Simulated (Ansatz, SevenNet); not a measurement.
## Zinc-blende GaN (metastable phase): bulk modulus B0 by level of theory

No measured value is used here.

```
level (code)           value (GPa)  cell (Å³/atom)
---------------------  -----------  --------------
SevenNet-l3i5                  175           11.76
LDA (Ansatz)                   202           11.05
PBE (Ansatz)                     ?           11.76
r²SCAN (Ansatz)                196           11.37
PBE0 (Ansatz)                  200           11.36
Hartree–Fock (Ansatz)            ?           11.41
```

Task: Some entries are withheld; supply them.

Result: 
- PBE (Ansatz, a first-principles code), value (GPa): 172
- Hartree–Fock (Ansatz), value (GPa): 221

Each level is taken at its own relaxed cell. Cutoffs and k meshes differ between the levels. Ansatz's density-functional and Hartree–Fock values are scalar-relativistic unless marked +SOC, with PAW data made under PBE.

Machine-learned potentials (SevenNet-l3i5) are trained on DFT data: a solid inside that data is no test of them.
